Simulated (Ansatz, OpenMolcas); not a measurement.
OpenMolcas → Ansatz

OpenMolcas 26.06 runs this on doublet CH5FSi−:

run.input:
```
>>> EXPORT MOLCAS_PRINT=2

&GATEWAY
 BasLib=$CurrDir
 Coord
 8
 angstrom
 C       -0.521400       0.700300      -0.437000
 Si       0.448400      -0.642000       0.395200
 F        1.946500      -0.649600      -0.178800
 H       -0.562400       0.542500      -1.517100
 H       -1.546700       0.713200      -0.056500
 H       -0.077200       1.680300      -0.248400
 H        0.538700      -0.420800       1.860700
 H       -0.133700      -1.981200       0.126000
 Basis=6-311pGss
 Group=NoSym

&SEWARD
 GridInput
 Grid=UltraFine
 End of Grid

&SCF
 UHF
 Charge=-1
 Spin=2
 KSDFT=BLYP
 Thresholds=1e-10 1e-07 1e-07 1e-05
 PrOrbitals=1 2
```

```bash
$ export MOLCAS_MEM=1860
$ pymolcas run.input > run.log
```

(Basis files named in the input come from the Basis Set Exchange and aren't shown.)

The coordinates come from a PBE0-D4/def2-TZVP relaxation. That shape belongs to the parent species and isn't relaxed for this state.

The HOMO lies above zero, from self-interaction, a short basis or an unbound electron.

It gives a total energy of -430.485077 Eh.

**Question.** How is this level of theory, on these atoms, set up in Ansatz 0.2.0 as an input file of the program's own?

**Answer.** One way, which was run:

input.yaml:
```yaml
crystal:
  periodic: [false, false, false]
  atoms:
    - {symbol: C, position_ang: [-0.521400, 0.700300, -0.437000]}
    - {symbol: Si, position_ang: [0.448400, -0.642000, 0.395200]}
    - {symbol: F, position_ang: [1.946500, -0.649600, -0.178800]}
    - {symbol: H, position_ang: [-0.562400, 0.542500, -1.517100]}
    - {symbol: H, position_ang: [-1.546700, 0.713200, -0.056500]}
    - {symbol: H, position_ang: [-0.077200, 1.680300, -0.248400]}
    - {symbol: H, position_ang: [0.538700, -0.420800, 1.860700]}
    - {symbol: H, position_ang: [-0.133700, -1.981200, 0.126000]}
basis:
  gaussian:
    orbitals: 6-311+G_st__st_-spherical.json
hamiltonian:
  xc: {name: BLYP}
accuracy: high
output: {orbitals: {seedname: orbitals}}
total_charge: -1
magnetization:
  spin_polarized: true
  initial_magnetization: 1
```

```bash
$ ansatz run input.yaml --threads 1 --pin off --max-ram 3480MiB --events-out events.jsonl --progress --plain --runs-dir runs
```

(Basis files named in the input come from the Basis Set Exchange and aren't shown.)

Its energy is -430.485077 Eh, 0.000 mEh from the first.
